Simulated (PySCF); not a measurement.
## Boron: a sound run and one with changed settings

Sound run: B [He] 2s2 2p1, B⁺ [He] 2s2. All numbers are calculated (PySCF 2.14, the spin-free X2C one-electron Hamiltonian (Gaussian nucleus), in aug-cc-pVDZ-DK (4s3p2d, 23 functions)). In the sound run the correlated levels freeze 1s2. The sound run starts from symmetry-adapted Hartree-Fock orbitals and uses a fine grid where one is needed.

Changed run: a valence shell is frozen. This setting is unsound on purpose.

Ionisation energy of B:

```json
{"method": "UHF", "sound run (eV)": "8.040", "changed run (eV)": "8.040"}
{"method": "MP2", "sound run (eV)": "8.160", "changed run (eV)": "8.040"}
{"method": "SCS-MP2", "sound run (eV)": "8.124", "changed run (eV)": "8.040"}
{"method": "CCSD", "sound run (eV)": "8.066", "changed run (eV)": "8.040"}
{"method": "CCSD(T)", "sound run (eV)": "8.091", "changed run (eV)": "8.040"}
{"method": "CCSDT", "sound run (eV)": "n/a", "changed run (eV)": "8.040"}
{"method": "FCI", "sound run (eV)": "n/a", "changed run (eV)": "8.040"}
```

Freezing a valence shell removes pair correlation that changes on ionisation.

For comparison, NIST gives 8.298 eV between the lowest levels.
